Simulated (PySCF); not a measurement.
Saddle point of SiH$_{4}$ClF, singlet (SiH₃Cl ([SiH3][Cl]) + HF → SiH₂ClF ([F][SiH2][Cl]) + H₂; bonds formed: Si1–F7, H2–H6; bonds broken: Si1–H2, H6–F7), PBE0-D4/def2-TZVP structure:

```
7
angstrom
Si -0.3626 -0.0594 0.2315
H 1.0801 -0.8754 -0.0818
H -0.4665 -0.9769 1.3979
H -1.4642 -0.4104 -0.6808
Cl -0.4591 1.7497 1.1833
H 1.1109 -0.1804 -0.7935
F 0.5613 0.7528 -1.2563
```

Energies are electronic, without zero-point energy. Barriers and step energies count from the start structure reached by relaxing down the imaginary mode; all methods use the PBE0-D4 structures, on which another method's saddle can fall below an end. Computed with PySCF 2.14 with density fitting (its default auxiliary sets; JK sets also for MP2 and CCSD(T)) (basis: def2-TZVPP, with def2-QZVPP for the basis limit); correlated methods freeze the cores. B3LYP uses VWN-RPA correlation. Extrapolation: Hartree–Fock as exp(−7.88 √X), correlation as X^−2.97.

| method | barrier (kcal/mol) | step energy (kcal/mol) |
| --- | --- | --- |
| SPW92 | ? | -21.41 |
| PBE-D4 | 29.57 | -23.20 |
| r2SCAN-D4 | 31.28 | -26.48 |
| PBE0-D4 | ? | -23.25 |
| B3LYP-D4 | 36.10 | -25.44 |
| BHLYP-D4 | 40.73 | -25.95 |
| wB97M-V | ? | -25.62 |
| HF | 52.50 | -27.22 |
| MP2 | 37.19 | -26.10 |
| CCSD | 41.07 | -25.00 |
| CCSD(T) | 38.66 | -25.02 |

Fill in the withheld barriers. (An estimate is asked for; the value comes from the calculation.)

By the calculation: SPW92 22.60; PBE0-D4 34.03; wB97M-V 35.04 kcal/mol. Each is the energy of the saddle less that of the start structure, by the same method.

For comparison, the barrier by CCSD(T) at an estimated basis limit (MP2 extrapolated from triple and quadruple zeta, plus CCSD(T) − MP2 in triple zeta) is 37.86 kcal/mol.

The T1 diagnostic stays at or below 0.012.

Labels in which every atom is bracketed show which atoms are joined, not bond orders.

For scale, one of the runs: CCSD(T)/def2-TZVPP, 171 basis functions, launched by `OMP_NUM_THREADS=4 python run.py`. Time: 5.7 min of wall clock on 4 CPU threads of an Intel Xeon; the host was shared. Peak host memory: 1.5 GiB.
